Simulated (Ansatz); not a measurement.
`FC1=CCN1` → `C=NC(=C)F`  (isomerisation)

Calculated with Ansatz (gas phase, PBE0-D4/def2-TZVP geometries, no zero-point term in ΔE). CBS: MP2 limit from def2 TZ/QZ plus the TZ coupled-cluster correction, frozen cores. DFT in def2-TZVPP. One conformer a species, not always the lowest.

`FC1=CCN1`:

```xyz
9

F    -1.953    0.494   -1.182
C    -0.891    0.162   -0.485
C    -0.415   -0.946    0.082
C     0.762   -0.107    0.527
N     0.072    1.085   -0.072
H    -0.772   -1.939    0.290
H     1.714   -0.327    0.040
H     0.900    0.011    1.604
H     0.584    1.567   -0.805
```

`C=NC(=C)F`:

Cartesian coordinates in Å:
```
C 0.653 1.588 0.459
N -0.257 0.705 0.443
C -0.045 -0.486 -0.208
C -0.946 -1.457 -0.269
F 1.152 -0.649 -0.807
H 0.454 2.520 0.983
H 1.625 1.466 -0.023
H -1.899 -1.310 0.216
H -0.737 -2.379 -0.793
```

```csv
level,ΔE (kcal/mol)
BHLYP,-16.3
LC-ωPBE,-6.7
```

(1) What does CCSD(T)/CBS give? (Estimate.)

Largest T1 diagnostic among the species: 0.013.

Answers

(1) The calculation gave: -13.6 kcal/mol. The listed levels differ from it by -2.7, 6.9 kcal/mol.

In def2-TZVPP, CCSD(T) changes the Hartree–Fock value by +4.6 kcal/mol (the triples alone add −0.2 kcal/mol) and MP2 by +8.0 kcal/mol. From PBE to PBE0 (25 % exact exchange), in def2-TZVPP and without D4, ΔE moves by +2.1 kcal/mol. Leaving LDA and LC-ωPBE aside and taking each functional with its dispersion term where it has one, the values, not all of them listed here, spread over 10.8 kcal/mol, from BLYP-D4 to PBE-QIDH. LDA lies +5.4 kcal/mol from PBE without D4.
